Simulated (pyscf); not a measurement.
A first-order saddle from PySCF, ωB97X-D3(BJ)/def2-SVP:

```
Si
O 1 1.6678
H 2 0.9627 1 116.41
O 1 1.6975 2 111.29 3 53.83
H 4 1.3741 1 108.75 2 65.81
H 5 0.8390 4 161.45 1 0.30
C 1 1.8586 2 105.76 3 176.26
H 7 1.1012 1 110.80 2 -175.49
H 7 1.1012 8 108.42 1 -121.73
H 7 1.1017 8 108.43 9 -116.79
C 1 1.8700 2 112.36 3 -59.40
H 11 1.1011 1 110.93 2 -177.17
H 11 1.1014 12 107.94 1 122.61
H 11 1.1023 12 108.35 13 116.95
```
Charge 0, spin multiplicity 2.

Surface: doublet, charge 0. Lowest wavenumbers (cm⁻¹): 974i, 120, 138, 146, 184.

What reaction is this the transition state of?

H₃C–Si(CH₃)(OH)–OH (SMILES C[Si](C)(O)O) + H• (SMILES [H]) ⇌ H₃C–Si(CH₃)(O•)–OH (SMILES C[Si](C)([O])O) + H₂ (SMILES [H][H]), a hydrogen abstraction read from left to right: H–O broken and H–H formed. At ωB97M-D3(BJ)/def2-TZVP it lies +0.76 eV from the left side and +0.18 eV from the right (each side as separated species at their lowest minima found). One saddle was located; it need not be the lowest between these sides. The angle at the transferred H is 161°.
